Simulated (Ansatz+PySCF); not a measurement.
**Stretching singlet N₂**

The N–N distance is varied.

Basis set: STO-3G (spherical functions). Left uncorrelated: 2 orbitals. Charge 0, multiplicity 1.

Computed with Ansatz (development build ahead of 0.2.0), each point on the determinant that the search for low states chose. Each curve is measured from its own lowest point listed.

| r(N–N) (Å) | UHF (eV) | RHF-MP2 (eV) | UHF-MP2 (eV) |
| --- | --- | --- | --- |
| 0.988 | 2.725 | 4.417 | 3.225 |
| 1.043 | 0.955 | 2.202 | 1.009 |
| 1.153 | 0.000 | 0.228 | 0.000 |
| 1.262 | 0.140 | 0.000 | 1.687 |
| 1.317 | 0.317 | 0.172 | 2.284 |
| 1.372 | 0.535 | 0.412 | 2.792 |
| 1.427 | 0.779 | 1.369 | 3.244 |
| 1.537 | 1.285 | 7.011 | 4.068 |
| 1.592 | 1.509 | 8.680 | 4.456 |
| 1.647 | 1.686 | 9.943 | 4.805 |
| 1.702 | 1.809 | 10.943 | 5.083 |
| 1.811 | 1.919 | 12.462 | 5.410 |
| 1.866 | 1.929 | 13.067 | 5.487 |
| 1.921 | 1.923 | 13.601 | 5.528 |
| 1.976 | 1.906 | 14.076 | 5.545 |
| 2.086 | 1.861 | 14.878 | 5.540 |
| 2.141 | 1.838 | 15.216 | 5.529 |
| 2.196 | 1.817 | 15.515 | 5.517 |
| 2.250 | 1.798 | 15.779 | 5.504 |
| 2.360 | 1.768 | 16.206 | 5.484 |
| 2.415 | 1.757 | 16.373 | 5.476 |
| 2.470 | 1.749 | 16.511 | 5.470 |
| 2.525 | 1.743 | 16.620 | 5.465 |
| 2.635 | 1.735 | 16.758 | 5.460 |
| 2.689 | 1.733 | 16.789 | 5.458 |
| 2.744 | 1.731 | 16.797 | 5.458 |

(1) Give the full CI (lowest root of this spin) curve at the same distances.

## Answers

(1)

```
r (Å)  E (eV)
0.988   3.951
1.043   1.786
1.153   0.000
1.262   0.114
1.317   0.528
1.372   1.066
1.427   1.667
1.537   2.905
1.592   3.487
1.647   4.019
1.702   4.489
1.811   5.228
1.866   5.498
1.921   5.711
1.976   5.875
2.086   6.091
2.141   6.159
2.196   6.210
2.250   6.247
2.360   6.297
2.415   6.314
2.470   6.327
2.525   6.338
2.635   6.355
2.689   6.362
2.744   6.368
```

Caution for UHF at some points, RHF-MP2 at some points, UHF-MP2 at some points: the determinant may break the point group. Caution for UHF at some points, UHF-MP2 at some points: the unrestricted determinant is a mixture of spin states. Caution for RHF-MP2 at some points: an unrestricted determinant lies well below; the program doubts this total. Caution for RHF-MP2 at some points, UHF-MP2 at some points: bonds are stretched, where a single reference can fail; large amplitudes, a single reference is doubtful; another reference gives a lower total. Caution for UHF-MP2 at some points: a plain start can end on a higher determinant.
